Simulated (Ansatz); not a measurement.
For litharge PbO, LDA (Ansatz, an electronic-structure program, plane waves, PAW) gives:

| Item | Value |
|---|---|
| lattice constant a | 3.944 Å |
| lattice parameter c | 4.894 Å |
| cohesive energy | 5.08 eV/atom |
| band gap at the measured cell | 1.16 eV |

Task: What does PBE0 in Ansatz (PAW) give for the same quantities?

Result: 
- lattice constant a: 3.979 Å (grows by 0.9 %)
- lattice parameter c: 5.577 Å (increases by 14 %)
- cohesive energy: 3.82 eV/atom (decreases by 1.26 eV/atom)
- band gap at the measured cell: 2.52 eV (increases by 1.36 eV)

For comparison: lattice constant a 3.975 Å (measured, room temperature, no zero-point or thermal correction, our sources range from 3.964 to 3.975; as tabulated in Canepa et al. (2012), arXiv:1204.2842); lattice parameter c 5.023 Å (measured, room temperature, no zero-point or thermal correction, our sources range from 4.995 to 5.023; as tabulated in Canepa et al. (2012), arXiv:1204.2842).

Changes are worked out from the printed values.

Unless a cell is named, each level is at its own relaxed cell (LDA 19.03, PBE0 22.07 Å³/atom).

Levels without +SOC leave out spin–orbit coupling, which shifts energies and cells of such heavy elements.

Spin–orbit coupling is included only where a level's name says +SOC; with heavier elements it mostly lowers gaps and can invert bands. Density-functional gaps are differences of (generalised) Kohn–Sham levels.

Caveats: LDA has no dispersion term either, though it tends to give short spacings of layers, chains or molecules (LDA); the cell comes from a level without a dispersion term, which matters for the spacing of layers, chains or molecules (PBE0). Ansatz's density-functional and Hartree–Fock values are scalar-relativistic unless marked +SOC, with PAW data made under PBE.
